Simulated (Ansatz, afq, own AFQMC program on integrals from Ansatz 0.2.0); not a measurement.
Where AFQMC and coupled cluster stand for BH2, doublet

```csv
atom,x (Å),y (Å),z (Å)
B,0.0000,-0.0762,-0.0080
H,0.0000,0.3845,-0.9827
H,0.0000,0.4329,1.0690
```

Basis cc-pVDZ. Noble-gas cores (and the filled d shells of Ga–Kr and In–Xe) are frozen. Ansatz 0.2.0 and our own AFQMC program on the same integrals; the CISD trial comes from CCSD amplitudes, and released means the phaseless constraint is let go. ± is one standard error of the sampling.

Determinant: UHF, the one that the program's search chose, which needn't be the lowest solution. The geometry is a point of a scan.

Full CI on the same integrals is exact in this basis and with this determinant's frozen core.

The T1 diagnostic is 0.0076. The weight of the determinant in the CISD state is 0.955. The ⟨S²⟩ of the determinant is 0.753 and the size of the correlated space is 5 electrons in 23 orbitals.

Reference: full CI, correlation energy -2.355 eV. The released energy is read at 2.40 1/Eh (meV from the phaseless value at times in 1/Eh: -0.4 ± 0.5 at 0.24, -0.8 ± 0.4 at 0.51, -1.6 ± 0.4 at 0.99, -2.3 ± 0.4 at 1.62, -1.9 ± 0.4 at 2.40).

| level | E − E(reference) (kcal/mol) | share of correlation (%) |
| --- | --- | --- |
| HF | 54.30 | 0.00 |
| MP2 | 13.08 | 75.92 |
| CCSD | 0.90 | 98.34 |
| CCSD(T) | 0.22 | 99.59 |
| CCSDT | 0.01 | 99.98 |
| CCSDT(Q) | 0.00 | 100.00 |
| CCSDTQ | 0.00 | 100.00 |
| ph-AFQMC/CISD | 0.03 ± 0.02 | 99.95 |
| released AFQMC | -0.02 ± 0.009 | 100.03 |

CCSDT and higher add their correlation energy to the determinant of the CCSD(T) run, since their own runs factorise the integrals more tightly (a shift of under 2 meV). A walk keeps the symmetry of its determinant, which the program's search chose and which needn't be the lowest solution, so a lower state of the same spin and another symmetry isn't excluded. Released energies are given only where the last usable release times agree within the noise; a slower fall can still hide under it.
